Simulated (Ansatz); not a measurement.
A made-up structure of MgAlBH₄, closed shell:

```
7
angstrom
B -2.0872 0.4315 -1.4116
Mg -0.2130 0.0436 -0.1449
Al 2.0355 -0.4210 1.3765
H -2.4050 -0.2426 -2.3575
H 0.1133 -0.2993 1.5087
H 2.9827 -1.7043 1.2023
H 2.5466 0.5614 2.5375
```

It is relaxed with PBE-D4/def2-SVP and then PBE0-D4/def2-TZVP (Ansatz 0.2.0). Atoms count as bonded within 1.22 times the sum of their covalent radii (H–H: 0.88 Å). The end point is not checked to be a true minimum.

Q: Does its bonding change? (Judge from chemistry; the calculation decides.)

A: Computed: Yes. Formed: Al3–H5; broken: none.

Where it ends: The first stage lowers the energy by 0.70 eV in 13 steps. It ends as MgAlBH₄ ([BH][Mg]1[H][AlH2]1):
B1  (-1.978, 0.010, -1.288)
Mg2  (0.121, -0.003, -0.431)
Al3  (1.954, -0.417, 1.544)
H4  (-2.591, 0.263, -2.296)
H5  (0.295, -0.615, 1.493)
H6  (2.759, -1.772, 1.403)
H7  (2.413, 0.903, 2.285)
(Å)

Labels in which every atom is bracketed show which atoms are joined, not bond orders.

For scale, one of the runs: PBE0-D4/def2-TZVP relaxation, 124 basis functions, launched by `ansatz run in.yaml --threads 2 --pin off --events-out ev --progress --plain --max-ram 4352MiB`. Hardware: 2 CPU threads of an AMD EPYC 9R45, shared host. Wall time about 8.5 s.
